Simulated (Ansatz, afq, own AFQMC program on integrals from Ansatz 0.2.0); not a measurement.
## Where AFQMC and coupled cluster stand for H2S, triplet

```xyz
3

H     0.0000    0.0000   -1.3553
H     0.0000    0.0000   -0.0123
S     0.0000    0.0000    1.3677
```

Basis cc-pVTZ. Only valence electrons are correlated. Integrals, coupled cluster, full CI and functionals: Ansatz 0.2.0; the random walks run on the same integrals in our own AFQMC program. ph-AFQMC/CISD is guided by a CISD state made of CCSD amplitudes; releasing the constraint for a short imaginary time cuts its bias at the price of noise, slowly where states lie close. ± is one standard error of the sampling.

Determinant: UHF, the one that the program's search chose, which needn't be the lowest solution. The geometry is a point of a scan.

No full CI on the walks' own integrals is used here; CCSDT(Q) serves as the reference and is uncertain by about the last step of the cluster series.

Cautions: lower spins were not checked.

* T1 diagnostic: 0.0141
* weight of the determinant in the CISD state: 0.913
* ⟨S²⟩ of the determinant: 2.023
* size of the correlated space: 8 electrons in 57 orbitals

Reference: CCSDT(Q), correlation energy -5.203 eV. The released energy is read at 2.40 1/Eh (meV from the phaseless value at times in 1/Eh: -1.4 ± 2.1 at 0.24, -2.7 ± 1.9 at 0.51, -4.8 ± 1.6 at 0.99, -4.8 ± 2.2 at 1.62, -6 ± 3 at 2.40).

| level | E − E(reference) (meV) | share of correlation (%) |
| --- | --- | --- |
| HF | 5202.6 | 0.00 |
| MP2 | 921.2 | 82.29 |
| CCSD | 213.7 | 95.89 |
| CCSD(T) | 31.1 | 99.40 |
| CCSDT | 6.8 | 99.87 |
| ph-AFQMC/CISD | 2.7 ± 2.1 | 99.95 |
| released AFQMC | -2.9 ± 2.6 | 100.06 |

A walk keeps the symmetry of its determinant, which the program's search chose and which needn't be the lowest solution, so a lower state of the same spin and another symmetry isn't excluded. Released energies are given only where the last usable release times agree within the noise; a slower fall can still hide under it.
